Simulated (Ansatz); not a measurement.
`CCC(O)=S` → 3 C• + 6 H• + O• + S•  (atomization)

Calculated with Ansatz (gas phase, PBE0-D4/def2-TZVP geometries, no zero-point term in ΔE). CBS: MP2 limit from def2 TZ/QZ plus the TZ coupled-cluster correction, frozen cores. This one scheme is used for every species, atoms too. Functionals use def2-TZVPP. B3LYP here is the variant with VWN-RPA as its local correlation; programs differ in this. No spin–orbit coupling; open shells (•) take unrestricted orbitals. Spin–orbit coupling would lower the free atoms: a little for C, O, S. One conformer a species, not always the lowest.

```
             level  ΔE (kcal/mol)  difference from CCSD(T)/CBS
            PBE-D4         1064.2                         31.9
         r2SCAN-D4         1038.7                          6.4
           PBE0-D4         1040.6                          8.3
          B3LYP-D4         1031.9                         -0.4
           ωB97X-V         1034.1                          1.8
            B2PLYP         1021.9                        -10.4
            r2SCAN         1037.4                          5.1
              PBE0         1036.2                          3.9
             B3LYP         1023.5                         -8.8
     HF/def2-TZVPP          736.6                       -295.7
SCS-MP2/def2-TZVPP         1017.0                        -15.3
     HF/def2-QZVPP          737.7                       -294.6
    MP2/def2-QZVPP         1041.8                          9.5
SCS-MP2/def2-QZVPP         1034.6                          2.3
     MP2/CBS(def2)         1052.9                         20.6
    CCSD/CBS(def2)         1013.6                        -18.7
       CCSD(T)/CBS         1032.3                            0
```

Largest T1 diagnostic among the species: 0.015.

The D4 term adds +8.4 kcal/mol with B3LYP and +4.4 kcal/mol with PBE0; it sums over pairs of atoms, weighted by their polarisabilities, and B3LYP, whose exchange is more repulsive, gets the larger term. From PBE to PBE0 (25 % exact exchange), in def2-TZVPP and without D4, ΔE moves by −22.8 kcal/mol: exact exchange takes away binding that semilocal exchange gives to molecules.

For atomizations the MP2-based limit and the directly extrapolated one differ by several kJ/mol either way, and by 10 to 25 for some Ge, Se and Sn compounds, so smaller differences from it don't rank the levels.
